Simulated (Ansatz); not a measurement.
Solid CO2 (dry ice) was calculated with HSE06 (Ansatz, an electronic-structure program, plane waves, PAW).

Settings: plane-wave cutoff 460 eV, 4×4×4 k mesh, Fermi–Dirac smearing 0.01 eV, scalar-relativistic PAW data made under PBE.

Cell (measured lattice):

```xyz
12
Lattice="5.5600 0.0000 0.0000 0.0000 5.5600 0.0000 0.0000 0.0000 5.5600" Properties=species:S:1:pos:R:3 pbc="T T T"
C      0.0000     2.7800     2.7800
C      2.7800     0.0000     2.7800
C      0.0000     0.0000     0.0000
C      2.7800     2.7800     0.0000
O      4.8929     3.4471     2.1129
O      2.1129     4.8929     3.4471
O      4.8929     4.8929     4.8929
O      0.6671     0.6671     0.6671
O      3.4471     2.1129     4.8929
O      3.4471     0.6671     2.1129
O      2.1129     3.4471     0.6671
O      0.6671     2.1129     3.4471
```

Problem. Predict the band gap.

Solution. 
- band gap: 8.69 eV (on the SCF k mesh) (direct)

Note: cell and atoms aren't relaxed at this level (largest force component 0.08 eV/Å, pressure 0.8 GPa).

Computed values are for the static lattice.

Computing time: very roughly 4 core-minutes.
